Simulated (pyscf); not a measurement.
Elementary routes open to `[Cl][C]([Cl])[Cl]` [doublet] + `[ClH]` in the gas phase (doublet surface):
A. `[Cl][C]([Cl])([Cl])[Cl]` + `[H]` [doublet] (Cl–H broken; C–Cl formed)
B. `[Cl][CH]([Cl])[Cl]` + `[Cl]` [doublet] (Cl–H broken; C–H formed)

Single points on ωB97X-D3(BJ)/def2-SVP structures (PySCF, gas phase).

Problem. Rank the routes by free-energy barrier at 298 K, lowest first, for ωB97M-D3(BJ)/def2-TZVP energies (ideal gas, 1 atm, RRHO with modes under 100 cm⁻¹ raised to 100, one conformer, R ln 2 for rigid chiral ones).

Solution. B (18.3 kcal/mol), A (52.2 kcal/mol)

Route B is the fastest of these, ahead of the next by 33.9 kcal/mol. The most stable products are those of B (ΔG = +12.6 kcal/mol), so kinetics and thermodynamics agree. At 1200 K B is still the fastest. Only these routes are compared; each barrier is that of the saddle found, and lower ones may exist. Left out: orbital degeneracy and the spin-orbit lowering of Cl.
